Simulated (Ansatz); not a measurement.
This geometry of C2H7O (10 atoms, charge 1, multiplicity 1) is a first-order saddle point.

Theory: RKS B3LYP-D4/def2-SVP (Ansatz).

```xyz
10
Properties=species:S:1:pos:R:3
C -0.987 0.706 -0.475
O 0.439 0.330 -0.252
C 0.798 -0.766 0.680
H -1.596 -0.024 0.070
H -1.177 0.654 -1.554
H -1.108 1.721 -0.080
H 0.982 0.350 -1.062
H 0.424 -1.716 0.276
H 0.334 -0.508 1.638
H 1.891 -0.746 0.760
```

Problem. Which two structures does it join? (They come from a converged band through this point; their orientation in space is the band's.)

Solution. No bond is made or broken. The dihedral H5–C1–O2–C3 goes from 176 to -62°. The two ends are copies of one structure, up to a mirror image or an exchange of like atoms.

Initial state:

```xyz
10
Properties=species:S:1:pos:R:3
C -0.975 0.657 -0.516
O 0.440 0.232 -0.384
C 0.816 -0.648 0.750
H -1.604 -0.230 -0.667
H -1.006 1.343 -1.370
H -1.216 1.182 0.416
H 0.827 -0.060 -1.233
H 0.275 -1.600 0.661
H 0.541 -0.099 1.657
H 1.903 -0.776 0.685
```

Final state:

```xyz
10
Properties=species:S:1:pos:R:3
C -0.981 0.687 -0.463
O 0.442 0.427 -0.133
C 0.782 -0.799 0.631
H -1.505 0.735 0.498
H -1.355 -0.125 -1.100
H -1.000 1.660 -0.968
H 1.039 0.575 -0.893
H 0.489 -1.680 0.045
H 0.226 -0.726 1.573
H 1.862 -0.753 0.810
```

Problem. How far does it lie above each of them?

Solution. 0.066 eV above the first and 0.066 eV above the second. This is the barrier of this one path; another mechanism may lie lower. Limits of this set-up: the dipole of an ion depends on the origin.

Run time: 2.4 min on 1 thread of Intel(R) Xeon(R) Platinum 8488C (Sapphire Rapids) (shared host), peak memory 0.17 GiB.
